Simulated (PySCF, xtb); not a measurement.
CH3O, SMILES C[O] (connectivity only; charge and spin as stated), charge -1, multiplicity 1.

Harmonic wavenumbers (cm⁻¹) from GFN2-xTB in xtb at its own minimum, in rising order: 1182, 1182, 1209, 1487, 1487, 1506, 2068, 2068, 2367.

What does B3LYP-D3(BJ)/def2-TZVPD in PySCF give at its own minimum? (An estimate is asked for; the answer gives what the named calculation found.)

1140, 1167, 1167, 1437, 1437, 1459, 2469, 2469, 2600. Paired by order, the mean absolute difference is 142 cm⁻¹ and the zero-point energies are 20.8 and 21.9 kcal/mol.
